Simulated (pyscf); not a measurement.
**Four-centre exchange: AsH₃ + silanol (HO–SiH₃) → HO–AsH₂ + silane (SiH₄)**

Gas phase, singlet surface, charge 0. Bonds broken: As1–H2, O5–Si6. Bonds formed: As1–O5, H2–Si6. Single points on ωB97X-D3(BJ)/def2-SVP structures (PySCF, gas phase). Correlated levels are frozen-core, on RHF or UHF. ΔMP2 is the change of the MP2 total energy from the triple- to the quadruple-zeta basis.

Transition state (Å):

```xyz
10

As    -1.1141    -1.4742     0.5858
H     -1.3291     0.3421     0.9567
H     -0.7597    -2.4061    -0.6151
H     -2.5441    -1.3448     0.0803
O     -0.1022    -0.2000    -0.6123
Si    -0.6036     1.4736    -0.1406
H      0.3402    -0.4194    -1.4502
H      0.2382     2.0147    -1.2839
H     -0.0058     2.1731     1.0357
H     -1.9741     1.9399    -0.5078
```

One imaginary mode, 452i cm⁻¹; descent along it reached the two sides named.

| bond | change | reactant side (Å) | saddle | product side |
|---|---|---|---|---|
| As1–H2 | breaks | 1.517 | 1.866 | 3.1 |
| O5–Si6 | breaks | 1.672 | 1.810 | 3.0 |
| As1–O5 | forms | 3.2 | 2.021 | 1.805 |
| H2–Si6 | forms | 3.7 | 1.735 | 1.490 |

Electronic energies relative to the separated reactants (eV):

| level | barrier | reaction energy | reverse barrier |
|---|---|---|---|
| ωB97X-D3(BJ)/def2-TZVP | 2.25 | +1.16 | 1.09 |
| PBE/def2-TZVP | 2.00 | +1.11 | 0.89 |
| r²SCAN/def2-TZVP | 2.15 | +1.22 | 0.94 |
| B3LYP-D3(BJ)/def2-TZVP | 2.22 | +1.17 | 1.05 |
| PBE0-D3(BJ)/def2-TZVP | 2.13 | +1.18 | 0.95 |
| M06-2X/def2-TZVP | 2.27 | +1.19 | 1.08 |
| ωB97M-D3(BJ)/def2-TZVP | 2.32 | +1.20 | 1.13 |
| HF/def2-TZVP | 3.15 | +1.24 | 1.91 |
| MP2/def2-QZVPP | 2.44 | +1.28 | 1.16 |
| CCSD/def2-TZVPP | 2.55 | +1.23 | 1.32 |
| CCSD(T)/def2-TZVPP | 2.42 | +1.22 | 1.21 |
| CCSD(T)/def2-TZVPP + ΔMP2(QZVPP) | 2.42 | +1.24 | 1.19 |

With CCSD(T)/def2-TZVPP + ΔMP2(QZVPP) energies and thermal terms (ideal gas, 1 atm, RRHO with modes under 100 cm⁻¹ raised to 100, one conformer, R ln 2 for chiral ones without a mode under 150 cm⁻¹), in eV:

| T (K) | ΔH‡ | ΔG‡ | ΔH | ΔG |
|---|---|---|---|---|
| 298 | 2.43 | 2.92 | +1.23 | +1.27 |
| 600 | 2.43 | 3.42 | +1.23 | +1.31 |
| 900 | 2.46 | 3.91 | +1.23 | +1.36 |
| 1200 | 2.49 | 4.38 | +1.23 | +1.40 |

This is the saddle that the search found; another between the same sides may lie lower. The CCSD(T) − MP2 part came from Ansatz, without density fitting, on the same reference. The frozen core leaves the outer d or s,p core shells of the metals and heavy elements correlated in the MP2 and CC values, and def2-TZVPP describes them poorly, which can shift differences by a few kcal/mol. Elements up to Kr have no core potential and no relativistic terms here.
